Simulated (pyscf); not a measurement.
Single points on ωB97X-D3(BJ)/def2-SVP structures (PySCF, gas phase). MP2 and CC: frozen core, UHF for open shells. ΔMP2 is the change of the MP2 total energy from the triple- to the quadruple-zeta basis.

**Question.** PBE/def2-TZVP puts the barrier of O=Sn: [singlet] + HCl → O=SnH–Cl (insertion; singlet surface; Cl–H broken, Cl–Sn, H–Sn formed) at 122.9 kJ/mol and the reaction energy at +24.9 kJ/mol, from the separated reactants. What do r²SCAN/def2-TZVP, PBE0-D3(BJ)/def2-TZVP, CCSD(T)/def2-TZVPP + ΔMP2(QZVPP) give on the same structures?

**Answer.** r²SCAN: ΔE‡ = 126.9 kJ/mol, ΔE = +12.2 kJ/mol; PBE0-D3(BJ): ΔE‡ = 140.1 kJ/mol, ΔE = +12.7 kJ/mol; CCSD(T): ΔE‡ = 170.9 kJ/mol, ΔE = +34.0 kJ/mol. PBE's barrier lies under all of them, by 4.0 to 48.0 kJ/mol. Its reaction energy lies among theirs. O=SnH–Cl lies 292.7 kJ/mol over its isomer HO–Sn:–Cl [singlet], and others may lie lower still (electronic energy, ωB97M-D3(BJ)). This is the saddle that the search found; another between the same sides may lie lower. The CCSD(T) − MP2 part came from Ansatz, without density fitting, on the same reference. The largest closed-shell T1 diagnostic is 0.033, which may signal static correlation. The frozen core leaves the outer d or s,p core shells of the metals and heavy elements correlated in the MP2 and CC values, and def2-TZVPP describes them poorly, which can shift differences by a few kcal/mol. Elements past Kr carry the def2 core potentials, without spin-orbit coupling.
